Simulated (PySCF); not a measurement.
F3N, SMILES FN(F)F. Heavy atoms are numbered as in [F:1][N:2]([F:3])[F:4].

The structure is a stationary point at B3LYP-D3(BJ)/def2-TZVP.

The numbers are results of PBE/pcSseg-2 (PySCF), not measurements.

GIAO shieldings, no solvent; atoms alike by connectivity are averaged. δ = σ(ref) − σ: ¹⁹F against CFCl3 (σ = 132.0 ppm); ¹⁵N against NH3 (σ = 262.8 ppm), references at their B3LYP-D3(BJ)/def2-TZVP geometries, non-relativistic.

### Question
Estimate the chemical shifts. (The exact figures need the calculation; the answer reports its results.)

### Answer

| nucleus | atoms | count | δ (ppm) |
|---|---|---|---|
| ¹⁹F | F1 | 3 | 136.1 |
| ¹⁵N | N2 | 1 | 446.1 |
